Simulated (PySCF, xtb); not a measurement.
Two structures of CH4B−

Structure X is a triplet given by its coordinates and structure Y is the triplet with the links of `[BH3-][CH]`. Both are isolated ions in the gas phase, relaxed with PBE0-D4/def2-SVPD.

X (Å):

```
atom    x (Å)    y (Å)    z (Å)
   C  -0.0935   0.1307  -1.0315
   B  -1.2219   1.1974  -1.2834
   H  -1.2382   1.7714  -2.3816
   H  -1.5158   1.9573  -0.3496
   H   0.9778   0.3964  -0.9092
   H  -0.2374  -0.9594  -0.9512
```

Close contacts (Å): C1–B2 1.57, C1–H5 1.11, C1–H6 1.10, B2–H3 1.24, B2–H4 1.24.

Y (Å):

```xyz
6

C    -0.6535   -0.3018   -1.5949
B    -0.3423    1.1419   -1.0510
H     0.8267    1.4996   -1.3050
H    -0.4920    1.1926    0.1963
H    -1.1176    1.9903   -1.5608
H    -1.4432   -1.0647   -1.6541
```

Problem. Estimate E(Y) − E(X) at the level CCSD(T)/def2-SVPD + ΔMP2/def2-TZVPPD.

Solution. Calculated at CCSD(T)/def2-SVPD + ΔMP2/def2-TZVPPD: E(Y) − E(X) = +5.3 kcal/mol, so structure X lies lower.

The same difference at several levels:

```csv
level,geometry,E(Y) − E(X) (kcal/mol),departure from the last row (kcal/mol),"job, with rough time for the two"
PBE0-D4/def2-SVPD,PBE0-D4/def2-SVPD,+5.3,−0.1,"optimisation, 2.1 min"
HF/def2-SVPD,PBE0-D4/def2-SVPD,−1.1,−6.4,part of the CCSD(T) run
MP2/def2-SVPD,PBE0-D4/def2-SVPD,+4.4,−0.9,part of the CCSD(T) run
CCSD(T)/def2-SVPD,PBE0-D4/def2-SVPD,+3.3,−2.0,single point
CCSD(T)/def2-SVPD + ΔMP2/def2-TZVPPD,PBE0-D4/def2-SVPD,+5.3,,"single point, 46 s"
```

HF/def2-SVPD puts the two in the other order. The largest departure from CCSD(T)/def2-SVPD + ΔMP2/def2-TZVPPD is that of HF/def2-SVPD, 6.4 kcal/mol. At CCSD(T)/def2-SVPD + ΔMP2/def2-TZVPPD a singlet with the links of X lies below this triplet. Levels run at GFN2-xTB geometries aren't shown. The last row adds to CCSD(T) the change of the MP2 difference between the two basis sets, here +2.0 kcal/mol. The triplet state of Y needn't be its ground state.

With harmonic frequencies from PBE0-D4/def2-SVPD (ideal gas, rigid rotor, one conformer each, 298.15 K, 1 atm): on the last row, ΔE + ΔZPE = +3.9, ΔH = +4.1, ΔG = +3.6 kcal/mol.

Open shells are spin-unrestricted. The correlated steps freeze 2 core orbitals. Programs: PySCF 2.14.0; the last row on 2 threads of Intel(R) Xeon(R) 6975P-C (Granite Rapids) on a shared host.
